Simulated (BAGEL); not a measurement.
# HF/STO-3G (density fitting with qzvpp-jkfit) run of C2H3Cl2F (1,1-dichloro-1-fluoroethane)

What is the energy change on altering one bond length of C2H3Cl2F (1,1-dichloro-1-fluoroethane) at HF/STO-3G (density fitting with qzvpp-jkfit)? 

The results are computed with BAGEL 1.2.2.

4 further runs of the same task are left out: 1 that didn't finish, 3 set aside as unsound or not needed.

### Step 1. Starting point

C2H3Cl2F has 8 atoms, charge 0, and is taken as a singlet. As SMILES, `CC(F)(Cl)Cl`. The shape is that of a PBE0-D4/def2-TZVP optimisation.

Bond lengths: C1–C2 1.502 Å, C2–F3 1.348 Å, C2–Cl4 1.776 Å, C2–Cl5 1.776 Å, C1–H6 1.091 Å, C1–H7 1.091 Å, C1–H8 1.088 Å. Some angles: C1–C2–F3 110.1°, C1–C2–Cl4 111.1°, C1–C2–Cl5 111.1°, F3–C2–Cl4 107.6°, F3–C2–Cl5 107.6°, Cl4–C2–Cl5 109.3°, C2–C1–H6 108.9°, C2–C1–H7 108.9°, C2–C1–H8 110.1°, H6–C1–H7 109.8°.

### Step 2. The energy at HF/STO-3G (density fitting with qzvpp-jkfit)

Input file input.json:

```json
{ "bagel": [

{
  "title": "molecule",
  "basis": "sto-3g",
  "df_basis": "qzvpp-jkfit",
  "angstrom": true,
  "geometry": [
    { "atom": "C", "xyz": [   -0.133500,   -0.505900,    0.646300 ] },
    { "atom": "C", "xyz": [    0.199400,    0.391300,   -0.511300 ] },
    { "atom": "F", "xyz": [    1.523600,    0.643200,   -0.537400 ] },
    { "atom": "Cl", "xyz": [   -0.232400,   -0.372700,   -2.055900 ] },
    { "atom": "Cl", "xyz": [   -0.641100,    1.950200,   -0.373000 ] },
    { "atom": "H", "xyz": [    0.163400,   -0.011800,    1.572000 ] },
    { "atom": "H", "xyz": [    0.414900,   -1.442000,    0.535900 ] },
    { "atom": "H", "xyz": [   -1.202100,   -0.709300,    0.667600 ] }
  ]
},
{
  "title": "hf"
},
{
  "title": "print",
  "file": "orbitals.molden",
  "orbitals": true
}

]}
```

Launch:

```bash
$ BAGEL_NUM_THREADS=1 BAGEL input.json > input.out
```

What it wrote:

```text
* using 1 threads per process

  ===============================================================
  ===============================================================

  *** Geometry ***

  { "atom" : "C", "xyz" : [     -0.252278,     -0.956012,      1.221330 ] },
  { "atom" : "C", "xyz" : [      0.376811,      0.739450,     -0.966217 ] },
  { "atom" : "F", "xyz" : [      2.879187,      1.215472,     -1.015539 ] },
  { "atom" : "Cl", "xyz" : [     -0.439172,     -0.704301,     -3.885088 ] },
  { "atom" : "Cl", "xyz" : [     -1.211503,      3.685344,     -0.704868 ] },
  { "atom" : "H", "xyz" : [      0.308781,     -0.022299,      2.970649 ] },
  { "atom" : "H", "xyz" : [      0.784047,     -2.724985,      1.012704 ] },
  { "atom" : "H", "xyz" : [     -2.271640,     -1.340383,      1.261581 ] },

  Number of auxiliary basis functions:      537

  Since a DF basis is specified, we compute 2- and 3-index integrals:
    o Being stored without compression. Storage requirement is 0.006 GB

  Number of basis functions:       36
  Number of electrons      :       58

    * METHOD: MOLECULE                             0.21

  *** RHF ***

  === Nuclear Repulsion ===
   300.0052248118

      * DIIS with orbital gradients will be used.

  === RHF iteration (sto-3g) ===
      0      -1083.54189168          0.02208679           0.04
      1      -1083.71845286          0.00966928           0.04
      2      -1083.75046524          0.00101442           0.04
      3      -1083.75148591          0.00016065           0.04
      4      -1083.75150969          0.00004678           0.04
      5      -1083.75151157          0.00000838           0.04
      6      -1083.75151163          0.00000187           0.04
      7      -1083.75151164          0.00000042           0.04
      8      -1083.75151164          0.00000015           0.04
      9      -1083.75151164          0.00000006           0.04
     10      -1083.75151164          0.00000001           0.04
    * SCF iteration converged.

    * Permanent dipole moment:
           (   -0.147306,     0.545943,    -0.789457) a.u.

    * METHOD: HF                                   0.52

    * METHOD: PRINT                                0.00

  ===============================================================
```

It took 0.89 s on 1 thread of Arm Neoverse V2, shared host.

### Step 3. The distorted shape, same level

Input file hf.json:

```json
{ "bagel": [

{
  "title": "molecule",
  "basis": "sto-3g",
  "df_basis": "qzvpp-jkfit",
  "angstrom": true,
  "geometry": [
    { "atom": "C", "xyz": [       0.875116,      -2.376610,       0.480337 ] },
    { "atom": "C", "xyz": [       1.208016,      -1.479410,      -0.677263 ] },
    { "atom": "F", "xyz": [       2.532216,      -1.227510,      -0.703363 ] },
    { "atom": "Cl", "xyz": [       0.776216,      -2.243410,      -2.221863 ] },
    { "atom": "Cl", "xyz": [      -0.641100,       1.950200,      -0.373000 ] },
    { "atom": "H", "xyz": [       1.172016,      -1.882510,       1.406037 ] },
    { "atom": "H", "xyz": [       1.423516,      -3.312710,       0.369937 ] },
    { "atom": "H", "xyz": [      -0.193484,      -2.580010,       0.501637 ] }
  ]
},

{
  "title": "hf"
},

{
  "title": "print",
  "file": "orbitals.molden",
  "orbitals": true
}

]}
```

Launch:

```bash
$ BAGEL_NUM_THREADS=1 BAGEL hf.json > hf.out
```

What it wrote:

```text
* using 1 threads per process

  ===============================================================
  ===============================================================

  *** Geometry ***

  { "atom" : "C", "xyz" : [      1.653730,     -4.491142,      0.907705 ] },
  { "atom" : "C", "xyz" : [      2.282819,     -2.795680,     -1.279842 ] },
  { "atom" : "F", "xyz" : [      4.785195,     -2.319658,     -1.329163 ] },
  { "atom" : "Cl", "xyz" : [      1.466836,     -4.239430,     -4.198713 ] },
  { "atom" : "Cl", "xyz" : [     -1.211503,      3.685344,     -0.704868 ] },
  { "atom" : "H", "xyz" : [      2.214789,     -3.557428,      2.657025 ] },
  { "atom" : "H", "xyz" : [      2.690055,     -6.260115,      0.699080 ] },
  { "atom" : "H", "xyz" : [     -0.365632,     -4.875512,      0.947957 ] },

  Number of auxiliary basis functions:      537

  Since a DF basis is specified, we compute 2- and 3-index integrals:
    o Being stored without compression. Storage requirement is 0.006 GB

  Number of basis functions:       36
  Number of electrons      :       58

    * METHOD: MOLECULE                             0.20

  *** RHF ***

  === Nuclear Repulsion ===
   236.9986399485

      * DIIS with orbital gradients will be used.

  === RHF iteration (sto-3g) ===
      0      -1083.20154569          0.02368389           0.04
      1      -1082.85279437          0.02561307           0.04
      2      -1083.40142477          0.00890463           0.04
      3      -1083.43089458          0.00434077           0.04
      4      -1083.01232213          0.01702258           0.04
      5      -1083.35803643          0.01461767           0.04
      6      -1083.21422986          0.01891392           0.04
      7      -1083.20141159          0.01880078           0.04
      8      -1083.45071519          0.00418842           0.04
      9      -1083.48651064          0.00200404           0.04
     10      -1083.49237683          0.00102478           0.04
     11      -1083.48914436          0.00322798           0.04
     12      -1083.49098757          0.00265964           0.04
     13      -1083.49412576          0.00113283           0.04
     14      -1083.49502008          0.00025780           0.04
     15      -1083.49513155          0.00017071           0.04
     16      -1083.49543928          0.00012971           0.04
     17      -1083.49541043          0.00092445           0.04
     18      -1083.49587199          0.00029755           0.04
     19      -1083.49578760          0.00055412           0.04
     20      -1083.49558361          0.00068231           0.04
     21      -1083.49601941          0.00014643           0.04
     22      -1083.49612843          0.00011908           0.04
     23      -1083.49615694          0.00009355           0.04
     24      -1083.49617465          0.00001130           0.04
     25      -1083.49617579          0.00002450           0.04
     26      -1083.49617626          0.00000680           0.04
     27      -1083.49617632          0.00000054           0.04
     28      -1083.49617632          0.00000088           0.04
     29      -1083.49617633          0.00000037           0.04
     30      -1083.49617633          0.00000032           0.04
     31      -1083.49617633          0.00000017           0.04
     32      -1083.49617633          0.00000006           0.04
     33      -1083.49617633          0.00000002           0.04
     34      -1083.49617633          0.00000002           0.04
     35      -1083.49617633          0.00000002           0.04
     36      -1083.49617633          0.00000001           0.04
     37      -1083.49617633          0.00000001           0.04
    * SCF iteration converged.

    * Permanent dipole moment:
           (   -1.446702,     3.024498,    -0.448412) a.u.

    * METHOD: HF                                   1.59

    * METHOD: PRINT                                0.00

  ===============================================================
```

Run time: 2 s. Hardware: 1 thread of Arm Neoverse V2, shared host.

### Step 4. Results

At HF/STO-3G (density fitting with qzvpp-jkfit):

| quantity | value |
| --- | --- |
| first shape: total energy | -1083.75151 Eh |
| first shape: dipole moment | 2.47 D |
| first shape: HOMO energy | -10.86 eV |
| first shape: LUMO energy | 8.10 eV |
| first shape: HOMO–LUMO gap | 18.96 eV |
| distorted shape: total energy | -1083.49618 Eh |
| distorted shape: dipole moment | 8.60 D |
| distorted shape: HOMO energy | -5.55 eV |
| distorted shape: LUMO energy | -1.41 eV |
| distorted shape: HOMO–LUMO gap | 4.14 eV |
| energy change with the C2–Cl5 bond stretched from 1.776 to 3.908 Å | 6.948 eV |

In words: One bond (distorted shape) is far stretched, which a spin-restricted single reference describes badly; a broken-symmetry solution may lie lower. With the C2–Cl5 bond stretched from 1.776 to 3.908 Å the energy rises by 6.95 eV (160 kcal/mol). The first shape isn't relaxed at this level, so the change isn't measured from a minimum. A restricted reference can't describe the breaking bond well at this length. The minimal basis adds a large error of its own.
